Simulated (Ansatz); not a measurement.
## [OH···H···H], doublet along the distance O1-H3

Starting geometry:

```yaml
atoms:
  - { symbol: O, position_ang: [-0.1530, -0.0491, 0.0000] }
  - { symbol: H, position_ang: [-0.4023, 0.8775, 0.0000] }
  - { symbol: H, position_ang: [0.8065, -0.0491, 0.0000] }
  - { symbol: H, position_ang: [2.0240, -0.0491, 0.0000] }
```

From there H3 is moved from one fragment to the other while all else, the fragments' distance too, stays fixed, so the hump isn't the reaction's barrier; atoms are numbered as listed. Energies are in kJ/mol, counted from the starting geometry at the same level.

Basis 6-31G; Ansatz 0.2.0. Only valence electrons are correlated (noble-gas cores frozen). Active spaces: valence = (9e, 7o) chosen from the atoms' valence shells.

Runs in a small pair space aren't shown, since their orbitals change along the scan.

Full CI is exact within this basis and frozen core; it isn't the basis-set limit.

| distance O1-H3 (Å) | CASSCF (valence space) |
| --- | --- |
| 0.892 | 15.9 |
| 0.960 | 0.0 |
| 1.027 | 5.2 |
| 1.095 | 19.7 |
| 1.162 | 33.2 |
| 1.230 | 39.1 |
| 1.297 | 35.3 |
| 1.365 | 26.1 |
| 1.432 | 19.4 |

Task: Estimate the full CI curve in 6-31G from this one, knowing how CASSCF (valence space) errs.

Result: The computed full CI values, in kJ/mol from the starting point, and the error of CASSCF (valence space) against them:
```
distance O1-H3 (Å)  full CI  CASSCF (valence space) less full CI
             0.892     18.2                                 -2.4
             0.960      0.0                                  0.0
             1.027      2.7                                  2.6
             1.095     14.7                                  5.0
             1.162     27.0                                  6.3
             1.230     33.4                                  5.6
             1.297     31.9                                  3.3
             1.365     25.5                                  0.6
             1.432     21.2                                 -1.8
```

The error spans 8.7 kJ/mol and is largest, 6.3 kJ/mol, at 1.162 Å.
